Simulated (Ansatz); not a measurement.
Reaction (substitution at a C–F bond): `FC1(F)CO1` + H₂S → `FC1(S)CO1` + H–F

Gas-phase electronic energies from Ansatz, PBE0-D4/def2-TZVP geometries. CCSD(T)/CBS is the MP2 limit (def2-TZVPP, def2-QZVPP) plus CCSD(T) − MP2 in def2-TZVPP, frozen cores. This one scheme is used for every species. Functionals use def2-TZVPP. Each species was taken in one conformer, which may not be the lowest.

Question: Is it downhill or uphill in electronic energy at CCSD(T)/CBS, and by how much? (Best estimate.)

Answer: Computed: Downhill: ΔE = -0.7 kcal/mol.

Question: What do these levels give: BLYP-D4, B97M-V, r2SCANh-D4, BHLYP-D4, r2SCAN, HF/def2-SVP? (An estimate is asked.)

Answer: Ansatz gave: BLYP-D4 0.8, B97M-V 3.8, r2SCANh-D4 2.6, BHLYP-D4 3.2, r2SCAN 2.9, HF/def2-SVP 12.4 kcal/mol.

Largest T1 diagnostic among the species: 0.012.

Leaving LDA and LC-ωPBE aside and taking each functional with its dispersion term where it has one, the values, not all of them listed here, spread over 4.5 kcal/mol, from revPBE-D4 to B97M-V. From BLYP to BHLYP (50 % exact exchange), in def2-TZVPP and without D4, ΔE moves by +1.5 kcal/mol. The D4 term adds −1.8 kcal/mol with B3LYP and −0.9 kcal/mol with PBE0; it sums over pairs of atoms, weighted by their polarisabilities, and B3LYP, whose exchange is more repulsive, gets the larger term.

B3LYP here is the variant with VWN-RPA as its local correlation; programs differ in this.
